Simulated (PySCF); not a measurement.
**ECD: `InChI=1S/C4H8S/c1-3-2-4(3)5/h3-5H,2H2,1H3/t3-,4-/m1/s1`**

Molfile (atoms numbered from 1):
```
C4H8S
     RDKit          3D

 13 13  0  0  0  0  0  0  0  0999 V2000
   -1.5828   -0.4523   -0.1570 C   0  0  0  0  0  0  0  0  0  0  0  0
   -0.2837    0.0132    0.4486 C   0  0  2  0  0  0  0  0  0  0  0  0
    0.3575    1.2845   -0.0195 C   0  0  0  0  0  0  0  0  0  0  0  0
    0.9720   -0.0367   -0.3690 C   0  0  1  0  0  0  0  0  0  0  0  0
    2.5319   -0.4785    0.4187 S   0  0  0  0  0  0  0  0  0  0  0  0
   -2.4229    0.0222    0.3471 H   0  0  0  0  0  0  0  0  0  0  0  0
   -1.6258   -0.1968   -1.2132 H   0  0  0  0  0  0  0  0  0  0  0  0
   -1.6881   -1.5315   -0.0581 H   0  0  0  0  0  0  0  0  0  0  0  0
   -0.1779   -0.2197    1.5019 H   0  0  0  0  0  0  0  0  0  0  0  0
    0.8668    1.9004    0.7058 H   0  0  0  0  0  0  0  0  0  0  0  0
   -0.1173    1.8426   -0.8128 H   0  0  0  0  0  0  0  0  0  0  0  0
    0.9197   -0.3770   -1.3945 H   0  0  0  0  0  0  0  0  0  0  0  0
    2.2462   -1.7700    0.5844 H   0  0  0  0  0  0  0  0  0  0  0  0
  1  2  1  0
  2  3  1  0
  3  4  1  0
  4  5  1  0
  4  2  1  0
  1  6  1  0
  1  7  1  0
  1  8  1  0
  2  9  1  1
  3 10  1  0
  3 11  1  0
  4 12  1  6
  5 13  1  0
M  END
```

Level of theory: PySCF 2.14.0, TDDFT wB97X-D/aug-cc-pVDZ circular dichroism and optical rotation, one conformer, gas phase. Geometry: GFN2-xTB.

The molecule is flexible and this is one conformer; a measurement averages over conformers.

Question: Assign R or S to each stereocentre.

Answer: C2 R, C4 R.

Question: List the lowest 12 singlet excitations with oscillator and rotatory strengths.

Answer: Rotatory strengths R in 10⁻⁴⁰ esu² cm², velocity form and length form (origin at the centre of mass); f in length form.
```tsv
state	E (eV)	λ (nm)	f	R (velocity)	R (length)	main
1	5.58	222	0.008	+7.3	+7.4	HOMO→LUMO+8 0.35, HOMO→LUMO 0.32
2	6.14	202	0.027	-2.1	-2.2	HOMO→LUMO+4 0.26, HOMO→LUMO+8 0.17
3	6.70	185	0.014	-11.5	-11.5	HOMO→LUMO+2 0.77
4	6.88	180	0.014	+14.6	+14.9	HOMO→LUMO+1 0.39, HOMO→LUMO+3 0.22
5	7.03	176	0.004	-0.1	-0.1	HOMO→LUMO 0.32, HOMO→LUMO+3 0.22
6	7.38	168	0.030	-23.6	-23.9	HOMO→LUMO+4 0.32, HOMO→LUMO+1 0.20
7	7.52	165	0.027	+24.0	+23.7	HOMO−1→LUMO 0.45, HOMO−1→LUMO+8 0.14
8	7.65	162	0.008	+3.6	+4.1	HOMO→LUMO+5 0.35
9	7.89	157	0.018	+3.1	+2.7	HOMO→LUMO+9 0.29, HOMO→LUMO+6 0.27
10	7.95	156	0.026	-11.6	-11.8	HOMO−2→LUMO 0.26, HOMO→LUMO+7 0.12
11	7.98	155	0.005	+2.4	+2.1	HOMO→LUMO+9 0.19, HOMO→LUMO+7 0.19
12	8.02	155	0.007	-1.0	-1.3	HOMO−1→LUMO+2 0.16, HOMO→LUMO+6 0.13
```

Among the states computed, the strongest CD band (largest |R|) is state 7. The largest dissymmetry factor in size, g = 4R/(D+G), with D and G the electric and magnetic dipole strengths, is +0.011 for state 4 (velocity form, f = 0.013), among bands with |R| over 0.5. The mirror image has the same energies and oscillator strengths and all R with the opposite sign.
